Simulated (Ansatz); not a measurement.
## doublet SiP: levels of theory in one basis

```yaml
atoms:
  - { symbol: Si, position_ang: [0.0000, 0.0000, -1.0393] }
  - { symbol: P, position_ang: [0.0000, 0.0000, 1.0393] }
```

Basis set: def2-SVP (spherical functions). Left uncorrelated: 10 orbitals. Correlation on ROHF uses semicanonical orbitals with singles. Charge 0, multiplicity 2.

Computed with Ansatz (development build ahead of 0.2.0); each method stands on the lowest determinant of its kind that the runs found.

| method | E − E(ROHF) (eV) | <S²> of the determinant |
| --- | --- | --- |
| ROHF | 0.00 | – |
| UHF | -0.18 | 1.14 |
| UHF-MP2 | -4.19 | 1.14 |
| ROHF-CCSD(T) | -5.60 | – |
| UHF-CCSD(T) | -5.58 | 1.14 |
| UHF-CCSDT(Q) | -5.67 | 1.14 |

What does ROHF-MP2 give on the same scale?

-4.54 eV.

Caution for UHF, UHF-MP2, UHF-CCSD(T), UHF-CCSDT(Q): the unrestricted determinant is spin contaminated. Caution for ROHF-MP2, UHF-MP2, ROHF-CCSD(T), UHF-CCSD(T), UHF-CCSDT(Q): a plain start can end on a higher determinant.
